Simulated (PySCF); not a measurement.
Computed shifts of a molecule C4H5N, PBE/pcSseg-1 run with PySCF, GIAO, gas phase, atoms alike by connectivity averaged where their shifts nearly agree, in ppm (number of nuclei): ¹³C: 119.4 (2), 114.4 (2). ¹⁵N: 177.6 (1). ¹H: 7.64 (1), 6.86 (2), 6.60 (2). References: ¹³C against TMS (σ = 182.0 ppm); ¹⁵N against NH3 (σ = 267.0 ppm); ¹H against TMS (σ = 31.49 ppm), references at their B3LYP-D3(BJ)/def2-TZVP geometries, non-relativistic. The structure is a stationary point at B3LYP-D3(BJ)/def2-SVP. One conformer was computed; it need not be the lowest.

### Question
Which structure fits?
A. C#C/C=N/C
B. N#CC1CC1
C. c1cc[nH]c1
D. C/C=C/C#N

### Answer
C, c1cc[nH]c1
